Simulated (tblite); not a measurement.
C₄H₈OS (charge -1 and doublet state).
Bonds: C1–C2, C2–C3, C3–S4, C3–O5, O5–C6. Hydrogens: H7, H8, H9 on C1; H10, H11 on C2; H12, H13, H14 on C6.

The geometry is computed with GFN2-xTB (gas phase). This method treats the open shell by occupation alone, without spin polarisation.

List the bond lengths, angles and torsions at this level.

```tsv
bond	length (bohr)
C1–C2	2.896
C2–C3	2.835
C3–S4	3.219
C3–O5	2.713
O5–C6	2.624
C1–H7, C1–H8, C1–H9	2.059
C2–H10	2.087
C2–H11	2.065
C6–H12	2.085
C6–H13, C6–H14	2.071
```

Bonds in one row agree within 0.02 bohr and their mean is given. A selection of angles:
```tsv
angle	degrees
C2–C1–H7	111.2
C2–C1–H8	109.5
H7–C1–H8	108.8
H8–C1–H9	108.4
C1–C2–C3	111.7
C1–C2–H10	108.0
C1–C2–H11	109.8
C3–C2–H10	111.2
C3–C2–H11	108.1
H10–C2–H11	108.0
C2–C3–S4	120.0
C2–C3–O5	109.8
S4–C3–O5	120.6
C3–O5–C6	113.9
O5–C6–H12	111.7
O5–C6–H13	110.3
O5–C6–H14	107.7
H12–C6–H13	108.1
H12–C6–H14	109.1
```

Torsions: C1–C2–C3–S4 -142° (anticlinal); C2–C3–O5–C6 -174° (antiperiplanar). The mirror-image conformer, all signs reversed, is as good.

The C–O distances run from 1.388 Å (O5–C6, drawn single) to 1.436 Å (C3–O5, drawn single), a spread of 0.048 Å. Of the pairs four or more bonds apart, S4···H13 is among the closest relative to their van der Waals radii: 2.48 Å, 83 % of the sum of Bondi's values. The 2 C–C bonds span 1.500 Å (C2–C3, drawn single) to 1.533 Å (C1–C2, drawn single), a spread of 0.033 Å. C3 (carbon bonded to C, O and S) has angles 120.6°, 120.0° and 109.8°, sum 350.5°, 0.28 Å off the plane of its three neighbours.

Point group: C1 (no symmetry element, even within 0.4 Å). Its GFN2-xTB frequencies are all real (lowest 59 cm⁻¹). Whether the extra electron is bound in the gas phase wasn't checked; a finite basis holds it in any case.
